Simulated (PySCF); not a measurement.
**Deuteron quadrupole couplings in `[H]/N=C(/C)C(F)F`**

C3H5F2N.
Structure used (GFN2-xTB), in Å, numbered top down from 1:
```
atom  x, y, z in Å
C1     1.3907    0.2066    0.1680
C2    -0.0470    0.4355   -0.1474
N3    -0.4623    1.5508   -0.5302
C4    -0.9318   -0.8064    0.0201
F5    -2.2451   -0.4747   -0.0163
F6    -0.7157   -1.4148    1.2120
H7     1.7929   -0.5857   -0.4607
H8     1.9459    1.1243    0.0048
H9     1.4915   -0.1063    1.2060
H10   -1.4618    1.6243   -0.7081
H11   -0.7520   -1.5510   -0.7742
```

Level: PBE0/pcSseg-1 (PySCF, non-relativistic); Q(2H) = 0.00286 b; rigid geometry, the same for H and D, with no vibrational averaging.

**Question.** Rank these positions by the coupling χzz of a deuteron there, largest first.
A. H10 (N–H hydrogen)
B. H8 (methyl hydrogen)
C. H9 (methyl hydrogen)
D. H11 (methine hydrogen)

**Answer.** A (257 kHz), B (212 kHz), C (208 kHz), D (177 kHz).

**Question.** Give the electric field gradient Vzz (the principal value of largest size), its asymmetry and the 2H coupling at each hydrogen.

**Answer.** 
| atom | bonded to | bond length (Å) | Vzz (au) | η | χzz (kHz) |
| --- | --- | --- | --- | --- | --- |
| H7 | C1 | 1.089 | 0.3125 | 0.05 | 210 |
| H8 | C1 | 1.085 | 0.3153 | 0.01 | 212 |
| H9 | C1 | 1.089 | 0.3092 | 0.03 | 208 |
| H10 | N3 | 1.018 | 0.3829 | 0.04 | 257 |
| H11 | C4 | 1.103 | 0.2629 | 0.04 | 177 |

**Question.** Average by the element that carries the hydrogen.

**Answer.** on C: 202 kHz over 4 positions, mean bond length 1.091 Å; on N: 257 kHz over 1 position, mean bond length 1.018 Å.

Isolated species at its GFN2-xTB geometry (one conformer only). GFN2-xTB bond lengths can be off by several hundredths of an ångström, more for odd bonds, and the gradients follow them. The basis is small and wasn't made for field gradients, so the couplings can be 20 % off.
